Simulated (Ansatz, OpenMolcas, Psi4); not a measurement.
A ladder of methods for SiCl (SMILES [Si]Cl)

The species is SiCl (2 atoms), meant as a doublet with charge 0. SMILES: `[Si]Cl`. The shape is that of a PBE0-D4/def2-TZVP optimisation.

```xyz
2

Si    0.8818   -0.2937    0.4521
Cl   -0.8818    0.2937   -0.4521
```

Each level gives the electronic atomisation energy (eV). The values are calculated. Electronic energies at fixed atoms, without zero-point motion or spin-orbit coupling.

```
                                                    level                    kind     program  value (eV)  CPU time (all runs)
                                       USVWN5/aug-cc-pVTZ                     LDA  OpenMolcas        5.17                 45 s
                                         UPBE/aug-cc-pVTZ                     GGA  OpenMolcas        4.55                 63 s
                                       UM06-L/aug-cc-pVTZ                meta-GGA  OpenMolcas        4.60              2.1 min
                                       UB3LYP/aug-cc-pVTZ           global hybrid  OpenMolcas        4.30                 54 s
                                       UBHLYP/aug-cc-pVTZ           global hybrid      Ansatz        4.13                6.8 s
                                    U-wB97M-V/aug-cc-pVTZ  range-separated hybrid      Ansatz        4.49                 35 s
UDSD-PBEP86/aug-cc-pVTZ (density fitting for correlation)           double hybrid        Psi4        4.34                 26 s
                                         UMP2/aug-cc-pVTZ     perturbation theory      Ansatz        4.36                3.8 s
                                        UCCSD/aug-cc-pVTZ   coupled cluster or CI      Ansatz        4.05                 12 s
```

The values span 4.05 to 5.17 eV. CPU times are rough (shared hosts, several kinds of processor and program).
